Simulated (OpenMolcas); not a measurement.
# A workflow on AlHClF (SMILES [F][AlH][Cl])

Aim: the energy (UHF/STO-3G), then a single-point energy (CASSCF(2,2)/STO-3G), then the energy (CASPT2(2,2)/STO-3G), then a single-point energy (SC-NEVPT2(2,2)/STO-3G), then the energy (MRCI(2,2)/STO-3G) of AlHClF. 

Program for the calculation: OpenMolcas 26.06.

3 further runs of the same task are left out: 1 for a known fault of the program, 2 that didn't finish.

### Step 1. The structure to begin with

AlHClF: 4 atoms, total charge 0, spin state singlet. SMILES: `[F][AlH][Cl]`. The F1–Al2 distance was set to 2.885 Å, away from the relaxed value. At this shape a bond of the SMILES string is far longer than usual.

Bond lengths: Al2–Cl3 2.017 Å, Al2–H4 1.507 Å. Angles: Cl3–Al2–H4 124.6°.

### Step 2. A single-point energy at UHF/STO-3G (run 1)

step1.inp reads:

```
>>> EXPORT MOLCAS_PRINT=2

&GATEWAY
  BasLib = $CurrDir
  Coord
  4
  angstrom
  F        0.848270      -1.713235       2.170104
  Al       0.062570       0.041320       0.018420
  Cl      -1.614690      -0.246020      -1.063620
  H        1.040570       1.165980      -0.202740
  Basis = STO-3G
  Group = NoSym

&SEWARD

&SCF
  UHF
  Scramble = 0.25
  PrOrbitals = 1 1
```

The basis set STO-3G is read from a file made from the Basis Set Exchange's data (not shown).

On the command line:

```sh
export MOLCAS_MEM=1860
pymolcas step1.inp > step1.log
```

What it wrote:

```text
--- Start Module: gateway ---
[...]
--- Stop Module: gateway /rc=_RC_ALL_IS_WELL_ ---
--- Start Module: seward ---
[...]
      Basis functions           24
--- Stop Module: seward /rc=_RC_ALL_IS_WELL_ ---
--- Start Module: scf ---
[...]
       Convergence after  25 Iterations
[...]
::    Total SCF energy                               -792.1841176634
[...]
      Total spin, S                                     0.6050271361
[...]
      Total electronic charge=   40.000000
      Total            charge=   -0.000000
[...]
      Dipole Moment (debye):
      Origin of the operator (angstrom)=   -0.4589   -0.4742    0.0528
                   X=  2.4778E+00               Y= -1.7063E-01               Z=  2.1313E+00           Total=  3.2728E+00
      Quadrupole Moment (debye*angstrom):
[...]
--- Stop Module: scf /rc=_RC_ALL_IS_WELL_ ---
[...]
```

Wall time 2 s (1 thread of Intel Xeon Platinum 8488C (Sapphire Rapids), shared host); peak memory 0.37 GiB.

### Step 3. The energy at CASSCF(2,2)/STO-3G (run 2)

step2.inp reads:

```
* AlClFH CASSCF

&GATEWAY
  BasLib=$CurrDir
  Coord
  4
  angstrom
  F        0.848270      -1.713235       2.170104
  Al       0.062570       0.041320       0.018420
  Cl      -1.614690      -0.246020      -1.063620
  H        1.040570       1.165980      -0.202740
  Basis=STO-3G
  Group=NoSym

&SEWARD

&RASSCF
  FileOrb=$CurrDir/step1.UnaOrb
  Spin=1
  Nactel=2 0 0
  Inactive=19
  Ras2=2
  OrbListing=Nothing
```

The basis set STO-3G is read from a file made from the Basis Set Exchange's data (not shown).

On the command line:

```sh
export MOLCAS_MEM=1860
pymolcas step2.inp > step2.log
```

What it wrote:

```text
--- Start Module: gateway ---
[...]
--- Stop Module: gateway /rc=_RC_ALL_IS_WELL_ ---
--- Start Module: seward ---
[...]
      Basis functions           24
--- Stop Module: seward /rc=_RC_ALL_IS_WELL_ ---
--- Start Module: rasscf ---
[...]
      Number of active orbitals                  2
[...]
      Spin quantum number                      0.0
[...]
      Active orbitals                            2
[...]
      Number of CSFs                             3
[...]
      Number of root(s) required                 1
[...]
      Convergence after 13 iterations
[...]
      printout of CI-coefficients larger than  0.05 for root  1
      energy=    -792.190142
      conf/sym  11     Coeff  Weight
             1  20  -0.82190 0.67553
             3  02   0.56963 0.32447
      Natural orbitals and occupation numbers for root  1
      sym 1:   1.351052   0.648948
      ************************************************************************************************************************
      *                                                    Final results                                                     *
[...]
::    RASSCF root number  1 Total energy:   -792.19014220
[...]
      Total electronic charge=   40.000000
      Total            charge=   -0.000000
[...]
      Dipole Moment (debye):
      Origin of the operator (angstrom)=   -0.4589   -0.4742    0.0528
                   X=  2.4029E+00               Y= -9.5625E-02               Z=  2.0091E+00           Total=  3.1337E+00
      Quadrupole Moment (debye*angstrom):
[...]
--- Stop Module: rasscf /rc=_RC_ALL_IS_WELL_ ---
[...]
```

Run time: 1.8 s. Hardware: 1 thread of Intel Xeon Platinum 8488C (Sapphire Rapids), shared host; peak memory 0.37 GiB.

### Step 4. The energy at CASPT2(2,2)/STO-3G (run 3)

step3.inp reads:

```
&GATEWAY
BasLib = $CurrDir
Coord
4
angstrom
F        0.848270      -1.713235       2.170104
Al       0.062570       0.041320       0.018420
Cl      -1.614690      -0.246020      -1.063620
H        1.040570       1.165980      -0.202740
Basis = STO-3G
Group = NoSym
&SEWARD
&RASSCF
FileOrb = $CurrDir/step2.RasOrb
Spin = 1
Nactel = 2 0 0
Inactive = 19
Ras2 = 2
OrbListing = Nothing
&CASPT2
Imaginary = 0.1
Frozen = 11
```

The basis set STO-3G is read from a file made from the Basis Set Exchange's data (not shown).

On the command line:

```sh
export MOLCAS_MEM=1860
pymolcas step3.inp > step3.log
```

What it wrote:

```text
--- Start Module: gateway ---
[...]
--- Stop Module: gateway /rc=_RC_ALL_IS_WELL_ ---
[...]
      Basis functions           24
[...]
--- Start Module: rasscf ---
[...]
      Number of active orbitals                  2
[...]
      Spin quantum number                      0.0
[...]
      Active orbitals                            2
[...]
      Number of CSFs                             3
[...]
      Number of root(s) required                 1
[...]
      Convergence after  4 iterations
[...]
      printout of CI-coefficients larger than  0.05 for root  1
      energy=    -792.190142
      conf/sym  11     Coeff  Weight
             1  20  -0.82190 0.67553
             3  02   0.56963 0.32447
      Natural orbitals and occupation numbers for root  1
      sym 1:   1.351052   0.648948
      ************************************************************************************************************************
      *                                                    Final results                                                     *
[...]
::    RASSCF root number  1 Total energy:   -792.19014220
[...]
      Total electronic charge=   40.000000
      Total            charge=   -0.000000
[...]
      Dipole Moment (debye):
      Origin of the operator (angstrom)=   -0.4589   -0.4742    0.0528
                   X=  2.4030E+00               Y= -9.5703E-02               Z=  2.0091E+00           Total=  3.1336E+00
      Quadrupole Moment (debye*angstrom):
[...]
--- Stop Module: rasscf /rc=_RC_ALL_IS_WELL_ ---
--- Start Module: caspt2 ---
[...]
      E2 (Variational):          -0.0219412424
      Total energy:            -792.2120834468
[...]
      Reference weight:           0.98744
[...]
::    CASPT2 Root  1     Total energy:   -792.21208345
[...]
--- Stop Module: caspt2 /rc=_RC_ALL_IS_WELL_ ---
[...]
```

It took 1.7 s on 1 thread of Intel Xeon Platinum 8488C (Sapphire Rapids), shared host; peak memory 0.37 GiB.

### Step 5. A single-point energy at SC-NEVPT2(2,2)/STO-3G (run 4)

step4.input reads:

```
>>> EXPORT MOLCAS_PRINT=2

&gateway
  baslib=$CurrDir
  coord
  4
  angstrom
  F        0.848270      -1.713235       2.170104
  Al       0.062570       0.041320       0.018420
  Cl      -1.614690      -0.246020      -1.063620
  H        1.040570       1.165980      -0.202740
  basis=STO-3G
  group=NoSym

&seward

&rasscf
  fileorb=$CurrDir/step2.RasOrb
  spin=1
  nactel=2 0 0
  inactive=19
  ras2=2
  orblisting=Nothing

&caspt2
  sc-nevpt2
  frozen=11
```

The basis set STO-3G is read from a file made from the Basis Set Exchange's data (not shown).

On the command line:

```sh
export MOLCAS_MEM=1860
pymolcas step4.input > step4.log
```

What it wrote:

```text
--- Start Module: gateway ---
[...]
--- Stop Module: gateway /rc=_RC_ALL_IS_WELL_ ---
[...]
      Basis functions           24
[...]
--- Start Module: rasscf ---
[...]
      Number of active orbitals                  2
[...]
      Spin quantum number                      0.0
[...]
      Active orbitals                            2
[...]
      Number of CSFs                             3
[...]
      Number of root(s) required                 1
[...]
      Convergence after  4 iterations
[...]
      printout of CI-coefficients larger than  0.05 for root  1
      energy=    -792.190142
      conf/sym  11     Coeff  Weight
             1  20  -0.82190 0.67553
             3  02   0.56963 0.32447
      Natural orbitals and occupation numbers for root  1
      sym 1:   1.351052   0.648948
      ************************************************************************************************************************
      *                                                    Final results                                                     *
[...]
::    RASSCF root number  1 Total energy:   -792.19014220
[...]
      Total electronic charge=   40.000000
      Total            charge=   -0.000000
[...]
      Dipole Moment (debye):
      Origin of the operator (angstrom)=   -0.4589   -0.4742    0.0528
                   X=  2.4030E+00               Y= -9.5703E-02               Z=  2.0091E+00           Total=  3.1336E+00
      Quadrupole Moment (debye*angstrom):
[...]
--- Stop Module: rasscf /rc=_RC_ALL_IS_WELL_ ---
--- Start Module: caspt2 ---
[...]
      E2 (Variational):          -0.0213186316
[...]
      E2 (Variational):          -0.0213036746
      Total energy:            -792.2114458790
[...]
      Reference weight:           0.98811
[...]
::    SC-NEVPT2 Root  1     Total energy:   -792.21144588
[...]
--- Stop Module: caspt2 /rc=_RC_ALL_IS_WELL_ ---
[...]
```

It took 1.6 s on 1 thread of Intel Xeon Platinum 8488C (Sapphire Rapids), shared host; peak memory 0.37 GiB.

### Step 6. A single-point energy at MRCI(2,2)/STO-3G (run 5)

step5.inp reads:

```
&GATEWAY
  BasLib = $CurrDir
  Coord
  4
  angstrom
  F        0.848270      -1.713235       2.170104
  Al       0.062570       0.041320       0.018420
  Cl      -1.614690      -0.246020      -1.063620
  H        1.040570       1.165980      -0.202740
  Basis = STO-3G
  Group = NoSym

&SEWARD

&RASSCF
  FileOrb = $CurrDir/step2.RasOrb
  Spin = 1
  Nactel = 2 0 0
  Inactive = 19
  Ras2 = 2
  OrbListing = Nothing

&MOTRA
  LumOrb
  Frozen = 11

&GUGA
  Electrons = 18
  Spin = 1
  Inactive = 8
  Active = 2
  CIAll = 1

&MRCI
  SDCI
```

The basis set STO-3G is read from a file made from the Basis Set Exchange's data (not shown).

On the command line:

```sh
export MOLCAS_MEM=1860
pymolcas step5.inp > step5.log
```

What it wrote:

```text
--- Start Module: gateway ---
[...]
--- Stop Module: gateway /rc=_RC_ALL_IS_WELL_ ---
[...]
      Basis functions           24
[...]
      Number of active orbitals                  2
[...]
      Spin quantum number                      0.0
[...]
      Active orbitals                            2
[...]
      Number of CSFs                             3
[...]
      Number of root(s) required                 1
[...]
      Convergence after  4 iterations
[...]
      printout of CI-coefficients larger than  0.05 for root  1
      energy=    -792.190142
      conf/sym  11     Coeff  Weight
             1  20  -0.82190 0.67553
             3  02   0.56963 0.32447
      Natural orbitals and occupation numbers for root  1
      sym 1:   1.351052   0.648948
      ************************************************************************************************************************
      *                                                    Final results                                                     *
[...]
::    RASSCF root number  1 Total energy:   -792.19014220
[...]
      Dipole Moment (debye):
      Origin of the operator (angstrom)=   -0.4589   -0.4742    0.0528
                   X=  2.4030E+00               Y= -9.5703E-02               Z=  2.0091E+00           Total=  3.1336E+00
      Quadrupole Moment (debye*angstrom):
[...]
--- Start Module: guga ---
[...]
--- Stop Module: guga /rc=_RC_ALL_IS_WELL_ ---
[...]
       (But an ACPF correction will be computed)
       USE THE DEFAULT ACPF G-VALUE GFAC=  0.11111111111111110
[...]
                      CI ENERGY:  -792.22107414
[...]
                ACPF CORRECTION:    -0.00080340
[...]
      Total electronic charge=   40.000000
      Total            charge=   -0.000000
[...]
     ACPF CORRECTION:     -0.00080340
[...]
  CI State   1     Total energy:   -792.22107414     QDav:     -0.00090676     QACPF:     -0.00080340
[...]
```

It took 1.9 s on 1 thread of Intel Xeon Platinum 8488C (Sapphire Rapids), shared host; peak memory 0.37 GiB.

### Step 7. Outcome

| quantity | value |
| --- | --- |
| run 1, UHF/STO-3G: total energy | -792.18412 Eh |
| run 1, UHF/STO-3G: dipole moment | 3.27 D |
| run 1, UHF/STO-3G: HOMO energy | -5.39 eV |
| run 1, UHF/STO-3G: LUMO energy | 6.94 eV |
| run 1, UHF/STO-3G: HOMO–LUMO gap | 12.32 eV |
| run 1, UHF/STO-3G: ⟨S²⟩ | 0.971 |
| run 2, CASSCF(2,2)/STO-3G: total energy | -792.19014 Eh |
| run 2, CASSCF(2,2)/STO-3G: dipole moment (CASSCF density) | 3.13 D |
| run 3, CASPT2(2,2)/STO-3G: total energy | -792.21208 Eh |
| run 3, CASPT2(2,2)/STO-3G: dipole moment (CASSCF density) | 3.13 D |
| run 4, SC-NEVPT2(2,2)/STO-3G: total energy | -792.21145 Eh |
| run 4, SC-NEVPT2(2,2)/STO-3G: dipole moment (CASSCF density) | 3.13 D |
| run 5, MRCI(2,2)/STO-3G: total energy | -792.22107 Eh |
| run 5, MRCI(2,2)/STO-3G: dipole moment (CASSCF density) | 3.13 D |

What this shows: ⟨S²⟩ (run 1, UHF/STO-3G) is 0.97 where a pure singlet has 0.00: the reference is spin-contaminated. Mulliken charges (run 2, CASSCF(2,2)/STO-3G) run from -0.52 on Cl3 to +0.80 on Al2; they depend strongly on the basis. Mulliken charges (run 4, SC-NEVPT2(2,2)/STO-3G) of the CASSCF density run from -0.52 on Cl3 to +0.80 on Al2; they depend strongly on the basis.
